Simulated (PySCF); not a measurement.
Compound: C₂H₅S₂ (charge -1).
Z-matrix (Å and degrees, GFN2-xTB geometry), rows numbered from 1:
```
S 
C   1  1.8117
C   2  1.5275  1  110.44
S   3  1.8116  2  110.47  1   -44.42
H   2  1.0948  1  108.94  3   121.45
H   2  1.0957  1  107.93  3  -120.36
H   3  1.0954  2  110.09  1    74.67
H   3  1.0945  2  110.47  1  -164.99
H   4  1.6212  3   80.52  2    29.54
```

Computed geometry: GFN2-xTB, gas phase.

Take the most abundant isotopes and a rigid rotor. The values belong to one conformer with, in the numbering `[S-:1][CH2:2][CH2:3][SH:4]`, S1–C2–C3–S4 -44°, C2–C3–S4–H 30°.

(1) What are A, B and C (GHz)?

(2) What kind of rotor is it?

(3) Is it planar, by Δ = Ic − Ia − Ib?

(4) Give the coordinates in the principal-axis frame, origin at the centre of mass.

(5) List the rotational levels J(Ka,Kc) to J = 4 (MHz).

(6) Estimate the classical rotational partition function at 25 K, 298.15 K and 500 K.

## Answers

(1) Ia = 60.77, Ib = 173.23, Ic = 221.72 u·Å²; 505379 MHz·u·Å²/I gives 8316, 2917 and 2279 MHz, that is A = 8.3164, B = 2.9173, C = 2.2793 GHz.

(2) An asymmetric top. Ray's parameter κ = (2B − A − C)/(A − C) = -0.789; −1 is the prolate and +1 the oblate limit.

(3) Not planar: Δ = Ic − Ia − Ib = -12.28 u·Å². For a rigid frame Δ = −2 Σ m c², so Σ m c² = 6.14 u·Å² lies off the ab plane: 3.86 from hydrogen and 2.28 from heavier atoms. The atom farthest from that plane is 1.38 Å away.

(4) The sense of each axis is arbitrary; atoms in the order of the calculation.
| atom | mass (u) | a (Å) | b (Å) | c (Å) |
| --- | --- | --- | --- | --- |
| S1 | 31.972 | -1.536 | 0.489 | 0.065 |
| C2 | 12.000 | -0.707 | -1.083 | -0.289 |
| C3 | 12.000 | 0.707 | -1.083 | 0.289 |
| S4 | 31.972 | 1.536 | 0.488 | -0.065 |
| H5 | 1.008 | -1.296 | -1.900 | 0.141 |
| H6 | 1.008 | -0.668 | -1.206 | -1.377 |
| H7 | 1.008 | 0.668 | -1.206 | 1.377 |
| H8 | 1.008 | 1.296 | -1.899 | -0.140 |
| H9 | 1.008 | 0.001 | 1.005 | -0.001 |

(5) Above 0(0,0):
J = 1: 1(0,1) 5197, 1(1,1) 10596, 1(1,0) 11234
J = 2: 2(0,2) 15537, 2(1,2) 20351, 2(1,1) 22265, 2(2,1) 38462, 2(2,0) 38516
J = 3: 3(0,3) 30916, 3(1,3) 34952, 3(1,2) 38777, 3(2,2) 54052, 3(2,1) 54316, 3(3,1) 82675, 3(3,0) 82678
J = 4: 4(0,4) 51191, 4(1,4) 54364, 4(1,3) 60725, 4(2,3) 74797, 4(2,2) 75573, 4(3,2) 103560, 4(3,1) 103580, 4(4,1) 143498, 4(4,0) 143498
Those of J = 1 are B + C, A + C and A + B.

(6) Point group C2, symmetry number σ = 2; q = (√π/σ)·√((kT/h)³/(ABC)), k/h = 20836.6 MHz/K: 1420 at 25 K, 58400 at 298.15 K, 127000 at 500 K.

Not checked by GFN2-xTB frequencies. No vibrational averaging or centrifugal distortion is included, and the geometry carries the error of its method.
